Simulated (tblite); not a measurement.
Start geometry of `O=C(F)CCF` from a force field or distance geometry (Å):
```
atom  x, y, z in Å
O1    -1.528   -0.261    1.313
C2    -1.380    0.041    0.130
F3    -2.467    0.277   -0.580
C4    -0.062    0.155   -0.573
C5     1.078   -0.156    0.384
F6     2.241   -0.039   -0.317
H7     0.037    1.163   -0.971
H8    -0.047   -0.545   -1.403
H9     1.119    0.543    1.217
H10    1.019   -1.174    0.778
```

Problem. What comes out of this run: tblite, GFN2-xTB geometry optimisation, gas phase?

Solution. 
```
atom  x, y, z in Å
O1    -1.599   -0.254    1.309
C2    -1.379    0.024    0.185
F3    -2.415    0.296   -0.657
C4    -0.082    0.144   -0.539
C5     1.099   -0.156    0.377
F6     2.266   -0.038   -0.331
H7    -0.001    1.155   -0.949
H8    -0.090   -0.544   -1.390
H9     1.152    0.555    1.208
H10    1.057   -1.178    0.765
```

The energy falls by 0.150 eV over 25 L-BFGS steps, the largest force on an atom goes from 4.09 to 0.007 eV/Å, and the atoms move by 0.052 Å rms after alignment. The bond that changes most is O1=C2 (carbonyl oxygen to acyl halide carbon), which shortens by 0.052 Å. Bonds longer at the end by more than 0.005 Å: 5 of 9; shorter: 2. Among the angles that change most is F3–C2–C4, from 117.3° to 110.2°. Rotational constants go from 9681, 1795, 1543 to 9415, 1783, 1528 MHz. The orientation of the end geometry is arbitrary; only internal coordinates are fixed.

On one thread, Arm Neoverse V2 (aarch64), on a shared host, this took under 0.1 s.

Its GFN2-xTB frequencies are all real (lowest 55 cm⁻¹). One conformer, not necessarily the lowest.

The numbers are calculated, not measured.
